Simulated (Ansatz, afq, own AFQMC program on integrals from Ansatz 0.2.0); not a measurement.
Al₂H₄, singlet: AFQMC among the cluster methods

```xyz
6

Al    0.0000    0.0000    1.3086
Al    0.0000    0.0000   -1.3086
H     0.0000    1.3533    2.1524
H     0.0000   -1.3533    2.1524
H     1.2015    0.6228   -2.1524
H    -1.2015   -0.6228   -2.1524
```

Connectivity, by distances: AlH2–AlH2.

Basis 6-31G. Noble-gas cores (and the filled d shells of Ga–Kr and In–Xe) are frozen. AFQMC by an in-house program on the Cholesky factors that Ansatz 0.2.0 writes for its CCSD(T) run. ph-AFQMC/CISD is guided by a CISD state made of CCSD amplitudes; releasing the constraint for a short imaginary time cuts its bias at the price of noise, slowly where states lie close. ± is one standard error of the sampling.

Determinant: RHF, the one that the program's search chose, which needn't be the lowest solution. The geometry is a point of a scan.

No full CI on the walks' own integrals is used here; CCSDT(Q) serves as the reference and is uncertain by about the last step of the cluster series.

The T1 diagnostic is 0.0123, the weight of the determinant in the CISD state is 0.914 and the size of the correlated space is 10 electrons in 24 orbitals.

Reference: CCSDT(Q), correlation energy -2.814 eV. The released energy is read at 2.40 1/Eh (meV from the phaseless value at times in 1/Eh: -4 ± 5 at 0.24, -6 ± 5 at 0.51, -13 ± 4 at 0.99, -6 ± 3 at 1.62, -8 ± 3 at 2.40).

| level | E − E(reference) (kJ/mol) | share of correlation (%) |
| --- | --- | --- |
| HF | 271.5 | 0.00 |
| MP2 | 82.0 | 69.79 |
| CCSD | 5.9 | 97.82 |
| CCSD(T) | 1.9 | 99.31 |
| CCSDT | 0.2 | 99.94 |
| ph-AFQMC/HF | -4.6 ± 2.8 | 101.71 |
| ph-AFQMC/CISD | 0.7 ± 0.3 | 99.75 |
| released AFQMC | -0.1 ± 0.3 | 100.04 |

A walk keeps the symmetry of its determinant, which the program's search chose and which needn't be the lowest solution, so a lower state of the same spin and another symmetry isn't excluded. Released energies are given only where the last usable release times agree within the noise; a slower fall can still hide under it.
